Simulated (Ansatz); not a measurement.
# C₃H₅F: one species, many methods

The task here is to estimate one member of a computed series from the others.

The runs use Ansatz 0.2.0, Gaussian basis; functionals in def2-TZVPP, the program's frozen cores in correlated methods.

Plan: PBE-D4, r2SCAN-D4, PBE0-D4, B3LYP-D4, ωB97X-V, ωB97M-V, B2PLYP; CCSD(T)/def2-TZVPP; MP2/def2-QZVPP; extrapolation to the limit.

### The geometry

The geometry comes from an earlier relaxation with PBE0-D4 in a triple-zeta def2 set; it is a stationary point, not always the lowest conformer.

SMILES `C=CCF`, 9 atoms, charge 0, spin multiplicity 1.

Atoms are counted from 1 here; the program's logs count them from 0.

Bond lengths: C1–C2 1.324 Å, C1–H5 1.084 Å, C1–H6 1.086 Å, C2–C3 1.486 Å, C2–H7 1.087 Å, C3–F4 1.387 Å, C3–H8 1.096 Å, C3–H9 1.094 Å. Angles: C2–C1–H5 121.7°, C2–C1–H6 121.3°, H5–C1–H6 117.0°, C1–C2–C3 123.6°, C1–C2–H7 120.6°, C3–C2–H7 115.9°, C2–C3–F4 110.3°, C2–C3–H8 111.1°, C2–C3–H9 111.2°, F4–C3–H8 106.9°, F4–C3–H9 108.2°, H8–C3–H9 109.0°.

Set-up of the first run:

in.yaml reads:

```yaml
crystal:
  periodic: [false, false, false]
  atoms:
    - {symbol: C, position_ang: [-0.578021, 1.122508, -0.607982]}
    - {symbol: C, position_ang: [0.352509, 0.215356, -0.353416]}
    - {symbol: C, position_ang: [0.200508, -0.852834, 0.668489]}
    - {symbol: F, position_ang: [0.430496, -2.098244, 0.102257]}
    - {symbol: H, position_ang: [-0.422487, 1.909182, -1.336747]}
    - {symbol: H, position_ang: [-1.531685, 1.113973, -0.089059]}
    - {symbol: H, position_ang: [1.299843, 0.230721, -0.886534]}
    - {symbol: H, position_ang: [0.929833, -0.730828, 1.477222]}
    - {symbol: H, position_ang: [-0.806798, -0.852335, 1.094673]}
basis:
  gaussian: {orbitals: def2-TZVPP}
hamiltonian: {xc: pbe, dispersion: d4}
output: {forces: true, orbitals: {seedname: orbitals}}
```

Among the steps run: PBE-D4 (GGA); r2SCAN-D4 (meta-GGA); PBE0-D4 (hybrid); B3LYP-D4 (hybrid); ωB97X-V (range-separated); ωB97M-V (range-separated); B2PLYP (double hybrid); CCSD(T) in def2-TZVPP; MP2 in def2-QZVPP.

One table of the session follows, with a row left open; its other results are not shown here.

| method | atomisation energy (kcal/mol) |
| --- | --- |
| PBE-D4 | 889.4 |
| r2SCAN-D4 | 868.4 |
| PBE0-D4 | 872.0 |
| B3LYP-D4 | 867.6 |
| ωB97X-V | 866.1 |
| ωB97M-V | 868.4 |
| B2PLYP | ? |
| HF/def2-TZVPP | 642.7 |
| MP2/def2-TZVPP | 860.4 |
| CCSD/def2-TZVPP | 833.7 |
| CCSD(T)/def2-TZVPP | 846.1 |
| MP2/CBS | 880.2 |
| CCSD(T)/CBS | 865.9 |

**Question.** Estimate the row for B2PLYP.

The run gave: atomisation energy (kcal/mol): 859.9. In the column «atomisation energy (kcal/mol)» it lies between CCSD(T)/def2-TZVPP (846.1) and MP2/def2-TZVPP (860.4).
